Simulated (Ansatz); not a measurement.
**[OH···H···OH], doublet: reading a ladder of total energies**

Geometry: a point of a hydrogen-transfer path between rigid fragments, not a stationary point.

```xyz
5

O    -1.1062    0.0004    0.0000
H    -1.3555    0.9270    0.0000
H     0.0038    0.0004    0.0000
O     1.1058    0.0004    0.0000
H     1.3577   -0.9396    0.0000
```

Basis cc-pVDZ; Ansatz 0.2.0. Correlated methods freeze the noble-gas cores, which leaves 15 electrons in 41 orbitals. R marks a restricted (for open shells ROHF) determinant, U an unrestricted one.

Full CI isn't at hand for all of this; UCCSDT(Q) serves as the reference, and is uncertain by about the last step of the cluster series.

Runs differ by some tens of microhartree through their thresholds and, for an open shell, their frozen cores, so steps under 0.03 kcal/mol mean nothing.

```csv
level,total energy (hartree)
UHF,-151.365559
UMP2,-151.743649
UCCSD,-151.765948
UCCSD(T),-151.773567
UCCSDT,-151.774056
UCCSDT(Q),-151.775149
```

Q: What is the correlation energy at UCCSDT(Q), and what share of it do UMP2 and UCCSD(T) recover?

A: E(corr) = -151.775149 − (-151.365559) = -0.409590 hartree = -11.146 eV. UMP2: -0.378090 / -0.409590 = 92.31 %. UCCSD(T): -0.408008 / -0.409590 = 99.61 %.

Q: By how many kcal/mol does UCCSD(T) miss UCCSDT(Q) (1 hartree = 627.509 kcal/mol), and which steps make up the rest?

A: -151.773567 − (-151.775149) = 0.001582 hartree = 0.99 kcal/mol. Steps: UCCSDT − UCCSD(T) = -0.31, UCCSDT(Q) − UCCSDT = -0.69 kcal/mol. Differences between like states or geometries often cancel part of this.
